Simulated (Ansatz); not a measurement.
Geometry optimisation, RKS PBE-D4/def2-SVP (Ansatz 0.2.0).

The input (input.yaml):

```yaml
crystal:
  periodic: [false, false, false]
  atoms:
    - { symbol: C, position_ang: [-0.5437, 1.3883, 1.3131] }
    - { symbol: C, position_ang: [0.0906, 0.3962, 0.8699] }
    - { symbol: S, position_ang: [1.5668, -0.2647, 0.9891] }
    - { symbol: C, position_ang: [0.1754, -0.76, 0.0874] }
    - { symbol: C, position_ang: [0.202, -0.7424, -1.4113] }
    - { symbol: H, position_ang: [-1.6242, 1.596, 1.0035] }
    - { symbol: H, position_ang: [-0.1159, 2.1673, 1.9677] }
    - { symbol: H, position_ang: [-0.3279, -1.645, 0.4778] }
    - { symbol: H, position_ang: [0.6861, 0.1904, -1.7301] }
    - { symbol: H, position_ang: [0.7683, -1.5975, -1.7353] }
    - { symbol: H, position_ang: [-0.8122, -0.7855, -1.8113] }
basis:
  gaussian: { orbitals: def2-SVP }
hamiltonian:
  xc: pbe
  dispersion: d4
relax:
  f_tol: 0.02
  max_steps: 50
```

Run as:

```bash
$ ansatz run input.yaml --threads 2 --pin off --max-ram 3072MiB --backend cpu --events-out ev --progress --plain --runs-dir out
```

Q: Where does it end, and by what steps?

A: The run converged. After 8 steps the energy has fallen by 0.850 eV; S3 moved furthest, 0.17 Å.

```csv
step,energy less start (eV),largest force component (eV/Å),accepted
0,0.0000,5.938,yes
1,-0.6516,3.142,yes
2,-0.8279,0.698,yes
3,-0.8149,0.580,no
4,-0.8468,0.122,yes
5,-0.8390,0.222,no
6,-0.8495,0.056,yes
7,-0.8498,0.022,yes
8,-0.8498,0.005,yes
```

```xyz
11
Properties=species:S:1:pos:R:3
C -0.599 1.460 1.311
C 0.135 0.412 0.916
S 1.719 -0.324 1.051
C 0.170 -0.798 0.097
C 0.200 -0.736 -1.413
H -1.638 1.563 0.962
H -0.193 2.228 1.984
H -0.320 -1.696 0.521
H 0.728 0.173 -1.761
H 0.702 -1.626 -1.842
H -0.839 -0.713 -1.806
```

Whether the end is a true minimum wasn't checked by a vibrational analysis.

The run took 9.4 s on 2 threads of Intel(R) Xeon(R) 6975P-C (Granite Rapids), with other jobs on the host, peak memory 0.15 GiB.
